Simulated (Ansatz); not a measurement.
**C2H2F2 (SMILES FC=CF): one structure at several levels**

How do the functionals fare away from a minimum? The structure is a structure displaced at random from a GFN2-xTB minimum.

Method: single points in def2-TZVPP; program: Ansatz 0.2.0, Gaussian basis.

Cores are frozen in the correlated methods.

**1. Where the work starts**

SMILES `FC=CF`, 6 atoms, charge 0, spin multiplicity 1.

Atoms are counted from 1 here; the program's logs count them from 0.

Bond lengths: F1–C2 1.314 Å, C2–C3 1.306 Å, C2–H5 1.053 Å, C3–F4 1.329 Å, C3–H6 1.136 Å. Angles: F1–C2–C3 122.8°, F1–C2–H5 117.0°, C3–C2–H5 119.9°, C2–C3–F4 123.7°, C2–C3–H6 126.7°, F4–C3–H6 109.6°.

Geometry (Å):

```mol
C2H2F2
  3D, bonds by distance, orders not assigned

  6  5  0  0  0  0  0  0  0  0999 V2000
   -0.9993   -0.0180   -1.4569 F   0  0
    0.0499    0.0480   -0.6679 C   0  0
   -0.0354   -0.0382    0.6324 C   0  0
    1.0146    0.0162    1.4456 F   0  0
    0.9950    0.0803   -1.1313 H   0  0
   -0.9858   -0.1509    1.2442 H   0  0
  1  2  8  0
  2  3  8  0
  2  5  8  0
  3  4  8  0
  3  6  8  0
M  END
```

**2. CCSD(T)/def2-TZVPP**

run/in.yaml

```yaml
crystal:
  periodic: [false, false, false]
  atoms:
    - {symbol: F, position_ang: [-0.999300, -0.018000, -1.456900]}
    - {symbol: C, position_ang: [0.049900, 0.048000, -0.667900]}
    - {symbol: C, position_ang: [-0.035400, -0.038200, 0.632400]}
    - {symbol: F, position_ang: [1.014600, 0.016200, 1.445600]}
    - {symbol: H, position_ang: [0.995000, 0.080300, -1.131300]}
    - {symbol: H, position_ang: [-0.985800, -0.150900, 1.244200]}
basis:
  gaussian: {orbitals: def2-TZVPP}
correlation: {method: ccsd_t}
output: {forces: true}
```

No record of the launch command was kept for these runs.

**3. PBE0-D4/def2-TZVPP**

run/in.yaml: that of step 2 with these lines changed.

```diff
@@ -11,3 +11,3 @@
   gaussian: {orbitals: def2-TZVPP}
-correlation: {method: ccsd_t}
-output: {forces: true}
+hamiltonian: {xc: pbe0, dispersion: d4}
+output: {forces: true, orbitals: {seedname: orbitals}}
```

**4. wB97M-V/def2-TZVPP**

run/in.yaml: that of step 3 with these lines changed.

```diff
@@ -11,3 +11,3 @@
   gaussian: {orbitals: def2-TZVPP}
-hamiltonian: {xc: pbe0, dispersion: d4}
-output: {forces: true, orbitals: {seedname: orbitals}}
+hamiltonian: {xc: {name: wB97M-V}}
+output: {forces: true}
```

**5. r2SCAN-D4/def2-TZVPP**

run/in.yaml: that of step 4 with these lines changed.

```diff
@@ -11,3 +11,3 @@
   gaussian: {orbitals: def2-TZVPP}
-hamiltonian: {xc: {name: wB97M-V}}
+hamiltonian: {xc: r2scan, dispersion: d4}
 output: {forces: true}
```

**6. PBE-D4/def2-TZVPP**

run/in.yaml: that of step 5 with these lines changed.

```diff
@@ -11,3 +11,3 @@
   gaussian: {orbitals: def2-TZVPP}
-hamiltonian: {xc: r2scan, dispersion: d4}
+hamiltonian: {xc: pbe, dispersion: d4}
 output: {forces: true}
```

**7. B97M-V/def2-TZVPP**

run/in.yaml: that of step 6 with these lines changed.

```diff
@@ -11,3 +11,3 @@
   gaussian: {orbitals: def2-TZVPP}
-hamiltonian: {xc: pbe, dispersion: d4}
+hamiltonian: {xc: {name: B97M-V}}
 output: {forces: true}
```

**8. BHLYP-D4/def2-TZVPP**

run/in.yaml: that of step 7 with these lines changed.

```diff
@@ -11,3 +11,3 @@
   gaussian: {orbitals: def2-TZVPP}
-hamiltonian: {xc: {name: B97M-V}}
+hamiltonian: {xc: {name: BHLYP}, dispersion: d4}
 output: {forces: true}
```

(Steps that only read results are left out.)

What does the calculation give? Wanted: energy less free atoms, CCSD(T)/def2-TZVPP; RMS force component; RMS force error; HOMO and LUMO, PBE0-D4; T1 diagnostic.

As calculated:

| quantity | value |
| --- | --- |
| energy less free atoms, CCSD(T)/def2-TZVPP | -2323.1 kJ/mol |
| RMS force component | 0.937 to 1.098 eV/Å over the methods |
| RMS force error | PBE0-D4 0.256, wB97M-V 0.258, r2SCAN-D4 0.158, PBE-D4 0.201, B97M-V 0.225, BHLYP-D4 0.408 eV/Å |
| HOMO and LUMO, PBE0-D4 | -7.59 and 0.44 eV |
| T1 diagnostic | 0.012 |

**Reading.** Against CCSD(T) the functionals' energies less atoms differ by -181.1 to +48.4 kJ/mol, PBE-D4 by -181.1 kJ/mol. CCSD(T) in triple zeta still lacks some correlation energy of the bonds, so part of these gaps is its own basis error and they don't rank the functionals. For forces r2SCAN-D4 does best and BHLYP-D4 worst. Frozen-core CCSD(T) forces in triple zeta carry basis errors of their own, and this is one geometry, so small gaps rank nothing.
